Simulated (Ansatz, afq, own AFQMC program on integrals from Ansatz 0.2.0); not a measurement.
**CH2B (quartet): AFQMC on the coupled-cluster ladder at distance B1–C2 = 1.358 Å, cc-pVDZ**

Aim: compute CH2B (quartet) with auxiliary-field quantum Monte Carlo on the same integrals as coupled cluster, and set the energies side by side.

Method: cc-pVDZ, frozen cores; program: Ansatz 0.2.0, Gaussian basis, and an in-house AFQMC program (afq) on its integrals; all values are calculated.

Plan: PBE (unrestricted); r2SCAN (unrestricted); PBE0 (unrestricted); B3LYP (unrestricted); wB97M-V (unrestricted); B2PLYP (unrestricted); CCSD(T) on UHF; CCSDT(Q) on UHF; Phaseless AFQMC, CISD trial on UHF.

2 further runs of the same task are left out: 2 that didn't finish.

### Step 1. What is computed

The geometry derives from a PBE0/def2-TZVP stationary point (not a proven minimum). One bond is set to the value named and the two fragments are kept rigid.

4 atoms, charge 0, spin multiplicity 4.

Atoms are counted from 1 here; the program's logs count them from 0.

Bond lengths: B1–C2 1.358 Å, B1–H3 1.203 Å, C2–H4 1.092 Å. Angles: C2–B1–H3 121.6°, B1–C2–H4 134.8°.

Geometry (Å):

```xyz
4
charge 0, multiplicity 4
B     0.0000   -0.1013    0.7140
C     0.0000   -0.0477   -0.6429
H     0.0000    0.8984    1.3841
H     0.0000    0.7575   -1.3809
```

### Step 2. PBE (unrestricted)

in.yaml reads:

```yaml
crystal:
  periodic: [false, false, false]
  atoms:
    - {symbol: B, position_ang: [0.000000, -0.101339, 0.713999]}
    - {symbol: C, position_ang: [0.000000, -0.047745, -0.642943]}
    - {symbol: H, position_ang: [0.000000, 0.898373, 1.384056]}
    - {symbol: H, position_ang: [0.000000, 0.757505, -1.380937]}
basis:
  gaussian: {orbitals: cc-pVDZ}
magnetization: {spin_polarized: true, initial_magnetization: 3}
hamiltonian: {xc: {name: PBE}}
output: {orbitals: {seedname: orbitals}}
```

Started as:

```bash
ansatz run in.yaml --threads 1 --pin off --events-out ev --progress --plain --max-ram 1382MiB
```

Standard output:

```text
Functional definition: PBE
  name "PBE"
  cite "Perdew, Burke & Ernzerhof, Phys. Rev. Lett. 77, 3865 (1996) doi:10.1103/PhysRevLett.77.3865"
  parent pbe
  parameter kappa = 0.804
  parameter beta = 0.06672455060314922
  exchange = pbe_x(kappa = kappa, mu = beta*pi^2/3)
  correlation = pbe_c(beta = beta)
450 factors; their error is unknown
mean field evaluation 1: about -1734.0021 eV, gradient 1.8e1 eV
mean field evaluation 2: about -1733.9059 eV, gradient 1.9e1 eV
mean field evaluation 4: about -1736.1660 eV, gradient 1.0e0 eV
mean field evaluation 8: about -1736.1533 eV, gradient 8.3e-2 eV
mean field evaluation 16: about -1736.1534 eV, gradient 1.2e-5 eV
mean field -1736.15338710 eV, -63.8024601687 hartree, gradient 1.2e-5 eV, S^2 3.752870; 0 other end points of the search recorded, 0 dependent functions left out
reference -1736.15341326 eV, -63.8024611301 hartree; 8, 5 occupied and 30, 33 virtual orbitals, 450 factors
Total energy: -1736.15341326 eV, -63.8024611301 hartree
```

It took 0.69 s on 1 thread of Arm Neoverse V1, shared host.

From the report: ⟨S²⟩ of the determinant 3.753 (pure quartet: 3.75).

### Step 3. r2SCAN (unrestricted)

Changes to in.yaml since step 2:

```diff
@@ -10,3 +10,2 @@
 magnetization: {spin_polarized: true, initial_magnetization: 3}
-hamiltonian: {xc: {name: PBE}}
-output: {orbitals: {seedname: orbitals}}
+hamiltonian: {xc: {name: r2SCAN}}
```

The command is unchanged.

Standard output:

```text
Functional definition: r2SCAN
  name "r2SCAN"
  cite "Furness, Kaplan, Ning, Perdew & Sun, J. Phys. Chem. Lett. 11, 8208 (2020) doi:10.1021/acs.jpclett.0c02405"
  cite "Furness, Kaplan, Ning, Perdew & Sun, J. Phys. Chem. Lett. 11, 9248 (2020) doi:10.1021/acs.jpclett.0c03077"
  parent r2scan
  parameter k0 = 0.174
  parameter k1 = 0.065
  parameter a1 = 4.9479
  exchange = r2scan_x(k0 = k0, k1 = k1, a1 = a1)
  correlation = r2scan_c
450 factors; their error is unknown
mean field evaluation 1: about -1736.3897 eV, gradient 1.6e1 eV
mean field evaluation 2: about -1736.8790 eV, gradient 1.4e1 eV
mean field evaluation 4: about -1738.0123 eV, gradient 8.3e-1 eV
mean field evaluation 8: about -1737.9966 eV, gradient 8.3e-2 eV
mean field -1737.99663732 eV, -63.8701983650 hartree, gradient 8.8e-5 eV, S^2 3.755173; 0 other end points of the search recorded, 0 dependent functions left out
reference -1737.99664604 eV, -63.8701986857 hartree; 8, 5 occupied and 30, 33 virtual orbitals, 450 factors
Total energy: -1737.99664604 eV, -63.8701986857 hartree
```

Run time: 1.6 s. Hardware: 1 thread of Arm Neoverse V1, shared host.

From the report: ⟨S²⟩ of the determinant 3.755 (pure quartet: 3.75).

### Step 4. PBE0 (unrestricted)

Changes to in.yaml since step 3:

```diff
@@ -10,2 +10,3 @@
 magnetization: {spin_polarized: true, initial_magnetization: 3}
-hamiltonian: {xc: {name: r2SCAN}}
+hamiltonian: {xc: {name: PBE0}}
+output: {orbitals: {seedname: orbitals}}
```

Launched as before.

Standard output:

```text
Functional definition: PBE0
  name "PBE0"
  cite "Adamo & Barone, J. Chem. Phys. 110, 6158 (1999) doi:10.1063/1.478522"
  cite "Perdew, Burke & Ernzerhof, Phys. Rev. Lett. 77, 3865 (1996) doi:10.1103/PhysRevLett.77.3865"
  parent pbe
  parameter a = 0.25
  parameter kappa = 0.804
  parameter beta = 0.06672455060314922
  exchange = (1 - a)*pbe_x(kappa = kappa, mu = beta*pi^2/3) + a*exact_x
  correlation = pbe_c(beta = beta)
352 factors; integrals over basis functions are off by at most 9.3e-4 eV
mean field evaluation 1: about -1735.5350 eV, gradient 1.3e1 eV
mean field evaluation 2: about -1736.1602 eV, gradient 9.2e0 eV
mean field evaluation 4: about -1736.6792 eV, gradient 5.2e-1 eV
mean field evaluation 8: about -1736.6801 eV, gradient 7.8e-3 eV
mean field -1736.68010577 eV, -63.8218167228 hartree, gradient 7.6e-5 eV, S^2 3.753543; 0 other end points of the search recorded, 0 dependent functions left out
reference -1736.68012562 eV, -63.8218174526 hartree; 8, 5 occupied and 30, 33 virtual orbitals, 352 factors
Total energy: -1736.68012562 eV, -63.8218174526 hartree
```

It took 0.63 s on 1 thread of Arm Neoverse V1, shared host.

From the report: ⟨S²⟩ of the determinant 3.754 (pure quartet: 3.75).

### Step 5. B3LYP (unrestricted)

Changes to in.yaml since step 4:

```diff
@@ -10,3 +10,2 @@
 magnetization: {spin_polarized: true, initial_magnetization: 3}
-hamiltonian: {xc: {name: PBE0}}
-output: {orbitals: {seedname: orbitals}}
+hamiltonian: {xc: {name: B3LYP}}
```

Same command.

Standard output, shortened:

```text
Functional definition: B3LYP
  name "B3LYP"
  cite "Stephens, Devlin, Chabalowski & Frisch, J. Phys. Chem. 98, 11623 (1994) doi:10.1021/j100096a001"
  cite "Becke, Phys. Rev. A 38, 3098 (1988) doi:10.1103/PhysRevA.38.3098"
  cite "Lee, Yang & Parr, Phys. Rev. B 37, 785 (1988) doi:10.1103/PhysRevB.37.785"
  cite "Vosko, Wilk & Nusair, Can. J. Phys. 58, 1200 (1980) doi:10.1139/p80-159"
[...]
352 factors; integrals over basis functions are off by at most 9.3e-4 eV
[...]
mean field -1739.11134224 eV, -63.9111630155 hartree, gradient 4.9e-5 eV, S^2 3.752959; 0 other end points of the search recorded, 0 dependent functions left out
reference -1739.11151425 eV, -63.9111693364 hartree; 8, 5 occupied and 30, 33 virtual orbitals, 352 factors
Total energy: -1739.11151425 eV, -63.9111693364 hartree
```

Wall time 0.69 s (1 thread of Arm Neoverse V1, shared host).

From the report: ⟨S²⟩ of the determinant 3.753 (pure quartet: 3.75).

### Step 6. wB97M-V (unrestricted)

Changes to in.yaml since step 5:

```diff
@@ -10,2 +10,3 @@
 magnetization: {spin_polarized: true, initial_magnetization: 3}
-hamiltonian: {xc: {name: B3LYP}}
+hamiltonian: {xc: {name: wB97M-V}}
+output: {orbitals: {seedname: orbitals}}
```

The command is unchanged.

Standard output, shortened:

```text
Functional definition: wB97M-V
  name "wB97M-V"
  cite "Mardirossian & Head-Gordon, J. Chem. Phys. 144, 214110 (2016) doi:10.1063/1.4952647"
  cite "Becke, J. Chem. Phys. 107, 8554 (1997) doi:10.1063/1.475007"
  cite "Vydrov & Van Voorhis, J. Chem. Phys. 133, 244103 (2010) doi:10.1063/1.3521275"
  # Of w^i u^j: cxij and so on, Table III.
[...]
  gx(w, u) = 1 - cx + cx01*u + cx10*w
  gss(w, u) = css00 + css04*u^4 + css10*w + css20*w^2 + css43*w^4*u^3
  gos(w, u) = cos00 + cos10*w + (cos20 + cos21*u)*w^2 + (cos60 + cos61*u)*w^6
[...]
      + integral(e_c_pw_mod_opposite_spin*gos(b97_w_opposite, b97_u_opposite)) + vv10(b, c)
352 factors; integrals over basis functions are off by at most 9.3e-4 eV
125 factors; integrals over basis functions are off by at most 6.0e-6 eV
[...]
mean field -1737.82860788 eV, -63.8640233971 hartree, gradient 3.9e-5 eV, S^2 3.752645; 0 other end points of the search recorded, 0 dependent functions left out
reference -1737.82863691 eV, -63.8640244640 hartree; 8, 5 occupied and 30, 33 virtual orbitals, 352 factors
Total energy: -1737.82863691 eV, -63.8640244640 hartree
```

Wall time 2.5 s (1 thread of Arm Neoverse V1, shared host).

From the report: ⟨S²⟩ of the determinant 3.753 (pure quartet: 3.75).

### Step 7. B2PLYP (unrestricted)

Changes to in.yaml since step 6:

```diff
@@ -10,3 +10,3 @@
 magnetization: {spin_polarized: true, initial_magnetization: 3}
-hamiltonian: {xc: {name: wB97M-V}}
-output: {orbitals: {seedname: orbitals}}
+hamiltonian: {xc: {name: B2PLYP}}
+correlation: {electrons: outside_noble_gas}
```

The command is unchanged.

Standard output, shortened:

```text
Functional definition: B2PLYP
  name "B2PLYP"
  cite "Grimme, J. Chem. Phys. 124, 034108 (2006) doi:10.1063/1.2148954"
  cite "Becke, Phys. Rev. A 38, 3098 (1988) doi:10.1103/PhysRevA.38.3098"
  cite "Lee, Yang & Parr, Phys. Rev. B 37, 785 (1988) doi:10.1103/PhysRevB.37.785"
[...]
352 factors; integrals over basis functions are off by at most 9.3e-4 eV
[...]
mean field -1735.55805804 eV, -63.7805822295 hartree, gradient 1.4e-6 eV, S^2 3.754608; 0 other end points of the search recorded, 0 dependent functions left out
2 core orbitals not correlated: weight in the atoms' cores, before any rotation towards them, 1.000 or more for the frozen orbitals, at most 0.000 for the correlated occupied ones
reference -1735.55816821 eV, -63.7805862781 hartree; 6, 3 occupied and 30, 33 virtual orbitals, 352 factors
second order -4.74613368 eV of doubles, -0.00000000 eV of singles
Total energy: -1736.83962430 eV, -63.8276789210 hartree
```

Run time: 0.78 s. Hardware: 1 thread of Arm Neoverse V1, shared host.

From the report: ⟨S²⟩ of the determinant 3.755 (pure quartet: 3.75).

### Step 8. CCSD(T) on UHF

Changes to in.yaml since step 7:

```diff
@@ -10,3 +10,2 @@
 magnetization: {spin_polarized: true, initial_magnetization: 3}
-hamiltonian: {xc: {name: B2PLYP}}
-correlation: {electrons: outside_noble_gas}
+correlation: {method: ccsd_t, electrons: outside_noble_gas, hamiltonian_folder: ham}
```

The command is unchanged.

Standard output, shortened:

```text
Functional definition: HF
  name "HF"
  cite "Fock, Z. Phys. 61, 126 (1930) doi:10.1007/BF01340294"
  parent pbe
[...]
352 factors; integrals over basis functions are off by at most 9.3e-4 eV
[...]
mean field -1728.78566956 eV, -63.5317015431 hartree, gradient 2.6e-6 eV, S^2 3.758710; 1 other end points of the search recorded, 0 dependent functions left out
determinant -1728.78566956 eV, -63.5317015431 hartree, with singles and doubles -1733.43439866 eV, -63.7025391868 hartree
determinant -1725.84779928 eV, -63.4237368019 hartree, with singles and doubles -1730.61668560 eV, -63.5989901417 hartree
2 core orbitals not correlated: weight in the atoms' cores, before any rotation towards them, 1.000 or more for the frozen orbitals, at most 0.000 for the correlated occupied ones
reference -1728.78566956 eV, -63.5317015431 hartree; 6, 3 occupied and 30, 33 virtual orbitals, 352 factors
second order -3.81348497 eV of doubles, -0.00000000 eV of singles
cycle   1  -4.64871514 eV  change    1.4e-5 eV  update   7.5e-4
[...]
cycle   7  -4.64899770 eV  change   -2.2e-7 eV  update   1.7e-6
perturbative correction -0.10378443 eV, -0.0038140075 hartree
Total energy: -1733.53845169 eV, -63.7063630651 hartree
```

Wall time 0.99 s (1 thread of Arm Neoverse V1, shared host).

From the report: ⟨S²⟩ of the determinant 3.759 (pure quartet: 3.75); correlation -4.7528 eV; T1 0.016; largest double amplitude 0.02.

This run also writes the integrals to the folder ham.

### Step 9. CCSDT(Q) on UHF

Changes to in.yaml since step 8:

```diff
@@ -10,2 +10,2 @@
 magnetization: {spin_polarized: true, initial_magnetization: 3}
-correlation: {method: ccsd_t, electrons: outside_noble_gas, hamiltonian_folder: ham}
+correlation: {method: ccsdt_q, electrons: outside_noble_gas}
```

Same command.

Standard output, shortened:

```text
Functional definition: HF
  name "HF"
  cite "Fock, Z. Phys. 61, 126 (1930) doi:10.1007/BF01340294"
  parent pbe
[...]
696 factors; integrals over basis functions are off by at most 2.3e-7 eV
[...]
mean field -1728.78568785 eV, -63.5317022153 hartree, gradient 2.6e-6 eV, S^2 3.758710; 1 other end points of the search recorded, 0 dependent functions left out
determinant -1728.78568785 eV, -63.5317022153 hartree, with singles and doubles -1733.43440796 eV, -63.7025395286 hartree
determinant -1725.84782268 eV, -63.4237376618 hartree, with singles and doubles -1730.61669823 eV, -63.5989906058 hartree
2 core orbitals not correlated: weight in the atoms' cores, before any rotation towards them, 1.000 or more for the frozen orbitals, at most 0.000 for the correlated occupied ones
reference -1728.78568785 eV, -63.5317022153 hartree; 6, 3 occupied and 30, 33 virtual orbitals, 696 factors
second order -3.81349331 eV of doubles, -0.00000000 eV of singles
cycle   1  -4.41961789 eV  change   -6.1e-1 eV  update   5.9e-2
[...]
cycle  16  -4.77595493 eV  change   -4.7e-8 eV  update   2.5e-7
perturbative correction -0.00426666 eV, -0.0001567970 hartree
Total energy: -1733.56590944 eV, -63.7073721187 hartree
```

It took 12 s on 1 thread of Arm Neoverse V1, shared host.

From the report: ⟨S²⟩ of the determinant 3.759 (pure quartet: 3.75); correlation -4.7802 eV; T1 0.017; largest double amplitude 0.03.

### Step 10. Phaseless AFQMC, CISD trial on UHF

It reads the integrals that the CCSD(T) run on this determinant wrote.

Started as:

```bash
afq ham --method phaseless --trial cisd --walkers 60 --populations 1 --least-time 40 --time-step 0.005 --steps-per-block 50 --equilibration-blocks 28 --max-blocks 300 --target-error 0.00036 --factor-cut 1e-05 --start spin_pure --seed 917 --release-times 0.24,0.51,0.99,1.62,2.4 --release-step 0.03 --release-every 4 --taylor-order 6
```

Standard output:

```text
orbitals 36  electrons 6 3  factors 285 of 352
reference energy -63.53170154 Eh
CCSD correlation -0.17084747 Eh in 11 cycles, weight of the determinant in the CISD state 0.9187
energy of the start -63.702405 Eh
 block  time / (1/Eh)  mean weight  energy / Eh
     1     0.250  1.0011  -63.701222
     2     0.500  1.0000  -63.701857
     3     0.750  0.9993  -63.702849
     4     1.000  1.0001  -63.704535
     5     1.250  0.9999  -63.704014
     6     1.500  1.0022  -63.704752
     7     1.750  0.9996  -63.704303
     8     2.000  1.0006  -63.703913
     9     2.250  1.0016  -63.704964
    10     2.500  1.0006  -63.705723
    13     3.250  1.0002  -63.708951
    17     4.250  0.9981  -63.704781
    21     5.250  0.9994  -63.706657
    25     6.250  1.0002  -63.706873
    29     7.250  1.0012  -63.704732
    33     8.250  1.0015  -63.707212
    37     9.250  1.0009  -63.708291
    41    10.250  1.0003  -63.707674
    45    11.250  1.0004  -63.707013
    49    12.250  1.0017  -63.706692
    53    13.250  0.9999  -63.714849
    57    14.250  1.0008  -63.707091
    61    15.250  0.9991  -63.706480
    65    16.250  0.9982  -63.710558
    69    17.250  1.0022  -63.705544
    73    18.250  1.0006  -63.706484
    77    19.250  0.9992  -63.704474
    81    20.250  0.9996  -63.707240
    85    21.250  1.0007  -63.710632
    89    22.250  0.9987  -63.706433
    93    23.250  1.0003  -63.703673
    97    24.250  0.9999  -63.708759
   101    25.250  0.9997  -63.706270
   105    26.250  1.0014  -63.710353
   109    27.250  1.0011  -63.706918
   113    28.250  1.0009  -63.706140
   117    29.250  1.0015  -63.708180
   121    30.250  0.9992  -63.704957
   125    31.250  0.9997  -63.707213
   129    32.250  0.9997  -63.709777
   133    33.250  1.0019  -63.710722
   137    34.250  0.9990  -63.706862
   141    35.250  0.9980  -63.707889
   145    36.250  1.0021  -63.706019
   149    37.250  0.9998  -63.707645
   153    38.250  0.9990  -63.706927
   157    39.250  1.0022  -63.707432
   161    40.250  1.0007  -63.712938
   165    41.250  0.9990  -63.713611
   169    42.250  0.9990  -63.708036
   173    43.250  0.9987  -63.706866
   177    44.250  0.9994  -63.706971
   181    45.250  0.9977  -63.707440
   185    46.250  1.0008  -63.705216
blocks merged  error / Eh  count
     1  0.000167  160
     2  0.000202  80
     4  0.000244  40
     8  0.000267  20
    16  0.000294  10
released: time / (1/Eh)  energy / Eh  error  mean overlap
  0.24  -63.707883  0.000251  0.9855
  0.51  -63.707445  0.000231  0.9977
  0.99  -63.707457  0.000197  0.9922
  1.62  -63.707144  0.000284  0.9941
  2.40  -63.707348  0.000274  1.0254
energy -63.707730 +/- 0.000267 Eh
```

Wall time 3.6 min (1 thread of Arm Neoverse V1, shared host).

Energy -1733.5756 ± 0.0073 eV. Caveats: constraint bias not in the error.

### Step 11. All levels side by side

On the UHF determinant, counted from CCSDT(Q) (a yardstick, not exact):

```csv
level,energy (eV),from CCSDT(Q) (meV),statistical error (meV),time
HF,-1728.7857,+4780.2,,
MP2,-1732.5992,+966.8,,
CCSD,-1733.4347,+131.2,,
CCSD(T),-1733.5385,+27.5,,
CCSDT(Q),-1733.5659,0.0,,
"Phaseless AFQMC, CISD trial, step 0.005, 60 walkers",-1733.5756,-9.7,7.3,3.6 min
```

The functionals' totals stand on their own zeros and serve differences with other points: PBE -1736.153 eV; r2SCAN -1737.997 eV; PBE0 -1736.680 eV; B3LYP -1739.112 eV; wB97M-V -1737.829 eV; B2PLYP -1736.840 eV.

### Step 12. Summary of results

| quantity | value |
| --- | --- |
| CCSD(T) on UHF from CCSDT(Q) | +27.5 meV |
| Phaseless AFQMC, CISD trial on UHF from CCSDT(Q) | -9.7 ± 7.3 meV |

**Reading.** On UHF the phaseless walk with the CISD trial lies -9.7 meV from CCSDT(Q), within three error bars. Error bars are statistical and leave out the constraint, the time step and what remains of the start.
